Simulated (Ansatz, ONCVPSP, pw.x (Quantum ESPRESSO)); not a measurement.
# W: does the ONCV potential hold in the solid?

- Element: tungsten (W)
- Generator: ONCVPSP 4.0.1.1 (patched build)
- Type: optimised norm-conserving Vanderbilt (ONCV)
- Functional: PBE
- Relativity: scalar-relativistic
- Frozen core: [Kr] 4d10 4f14
- Valence charge: 14
- Reference configuration: 5s2 5p6 5d4 6s2
- Partial waves: 5s+6s: rc 1.45 bohr, ncon 4, nbas 8, qcut 8.4 1/bohr, 3 projectors, debl 0.9 Ha; 5p: rc 1.70 bohr, ncon 3, nbas 7, qcut 9.3 1/bohr, 2 projectors, debl 3.3 Ha; 5d: rc 2.55 bohr, ncon 4, nbas 8, qcut 5.2 1/bohr, 2 projectors, debl 1.2 Ha
- Local potential: polynomial inside 1.20 bohr (lpopt 2, dvloc0 0 Ha)
- Core correction: Teter function, fcfact 5.25, rcfact 1.4

Crystal test: bcc W in pw.x 7.5, no spin, 14³ k-points, Fermi–Dirac smearing 0.01 Ry, cutoffs 75/300 Ry. The reference is all-electron LAPW (Ansatz 0.2.0) with the same functional, mesh and smearing; V0 and B0 come from Birch–Murnaghan fits to the pressures at five volumes. Errors are pseudo minus all-electron; Δ is the rms difference of the E(V) curves that follow from these fits, minima aligned, over ±6 % about the mean V0. Mesh and smearing are coarse, so the numbers serve the comparison and aren't converged zero-temperature values; the lattice is a test structure that the element need not adopt.

```csv
V (Å³/atom),P all-electron (GPa),P pseudo (GPa)
15.323,17.51,13.52
15.727,8.35,4.81
16.130,0.30,-2.89
16.533,-6.79,-9.65
16.936,-13.02,-15.59
```

All-electron: a0 = 3.184 Å (V0 = 16.15 Å³/atom), B0 = 300.6 GPa.

Pseudopotential: mean pressure error (GPa): -3.23; a0 (Å): 3.173; a0 error (%): -0.36; B0 error (%): -0.3; Δ (meV/atom): 11.5.

Task: At the middle volume, how do free energy and pressure move when the wave cutoff is lowered (ecutrho kept at four times it)?

Result:

```json
{"cutoff (Ry)": "34", "shift of F (meV/atom)": "+5042.3", "shift of P (GPa)": "-150.68"}
{"cutoff (Ry)": "45", "shift of F (meV/atom)": "+951.1", "shift of P (GPa)": "-48.08"}
{"cutoff (Ry)": "60", "shift of F (meV/atom)": "+46.7", "shift of P (GPa)": "-4.25"}
```

Input at the middle volume:

```
&control
  calculation='scf', prefix='x', pseudo_dir='./', outdir='./tmp', tstress=.true., disk_io='low'
/
&system
  ibrav=0, nat=1, ntyp=1, ecutwfc=75, ecutrho=300, nbnd=15,
  occupations='smearing', smearing='fd', degauss=0.01
/
&electrons
  conv_thr=1e-09, mixing_beta=0.4, electron_maxstep=70
/
ATOMIC_SPECIES
W 1.0 W.UPF
CELL_PARAMETERS angstrom
  -1.59168867 1.59168867 1.59168867
  1.59168867 -1.59168867 1.59168867
  1.59168867 1.59168867 -1.59168867
ATOMIC_POSITIONS crystal
W 0.0000 0.0000 0.0000
K_POINTS automatic
14 14 14 0 0 0
```

```bash
pw.x < W.scf.in > W.scf.out
```

Lines of the output:

```
Message from routine setup:
     using ibrav=0 with symmetry is DISCOURAGED, use correct ibrav instead
     lattice parameter (alat)  =       5.2098  a.u.
     unit-cell volume          =     108.8506 (a.u.)^3
     number of electrons       =        14.00
     number of Kohn-Sham states=           15
     kinetic-energy cutoff     =      75.0000  Ry
     charge density cutoff     =     300.0000  Ry
     scf convergence threshold =      1.0E-09
     Exchange-correlation= PBE
     number of k points=   104  Fermi-Dirac smearing, width (Ry)=  0.0100
     iteration #  1     ecut=    75.00 Ry     beta= 0.40
     total energy              =    -153.40102487 Ry
     estimated scf accuracy    <       0.03894637 Ry
     iteration #  2     ecut=    75.00 Ry     beta= 0.40
     total energy              =    -153.40125368 Ry
     estimated scf accuracy    <       0.00657311 Ry
     iteration #  3     ecut=    75.00 Ry     beta= 0.40
     total energy              =    -153.40206263 Ry
     estimated scf accuracy    <       0.00036692 Ry
     iteration #  4     ecut=    75.00 Ry     beta= 0.40
     total energy              =    -153.40208161 Ry
     estimated scf accuracy    <       0.00000545 Ry
     iteration #  5     ecut=    75.00 Ry     beta= 0.40
     total energy              =    -153.40208322 Ry
     estimated scf accuracy    <       0.00000015 Ry
     iteration #  6     ecut=    75.00 Ry     beta= 0.40
     total energy              =    -153.40208325 Ry
     estimated scf accuracy    <          5.6E-09 Ry
     iteration #  7     ecut=    75.00 Ry     beta= 0.40
     total energy              =    -153.40208325 Ry
     estimated scf accuracy    <          1.1E-09 Ry
     iteration #  8     ecut=    75.00 Ry     beta= 0.40
     the Fermi energy is    22.2342 ev
!    total energy              =    -153.40208325 Ry
     estimated scf accuracy    <          3.5E-11 Ry
     smearing contrib. (-TS)   =      -0.00244734 Ry
     The total energy is F=E-TS. E is the sum of the following terms:
     one-electron contribution =     -14.87918228 Ry
     hartree contribution      =      15.74566882 Ry
     xc contribution           =     -35.69498136 Ry
     ewald contribution        =    -118.57114108 Ry
     convergence has been achieved in   8 iterations
          total   stress  (Ry/bohr**3)                   (kbar)     P=      -28.86
```

The run at the middle volume (104 k-points, 8 iterations) took about 20 s on one core of a shared host (Neoverse-V2, 192 threads, 742 GiB, load 22).
